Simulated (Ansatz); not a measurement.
Species: AlF3, net charge -1, doublet state. 
Geometry from a B3LYP-D3(BJ)/def2-TZVP (Ansatz, an electronic-structure program) optimisation:
```
Al
F 1 1.7109
F 1 1.7109 2 108.26
F 1 1.7109 2 108.26 3 -117.16
```
Charge -1, spin multiplicity 2.

Basis-set convergence of Hartree-Fock and MP2 correlation energies (hartree) with Ansatz. Correlated levels leave the core frozen unless marked. UHF or UKS for open shells. Spin-orbit coupling is left out. Non-relativistic. This anion needs diffuse functions, which these sets lack.

| basis | functions | E(HF) | E(corr, MP2) |
|---|---|---|---|
| cc-pV(D+d)Z | 65 | -540.49426 | -0.61891 |
| cc-pV(T+d)Z | 129 | [?] | [?] |

### Question
Complete the blanks.

### Answer

- cc-pV(T+d)Z, E(HF): -540.61676
- cc-pV(T+d)Z, E(corr, MP2): -0.83663
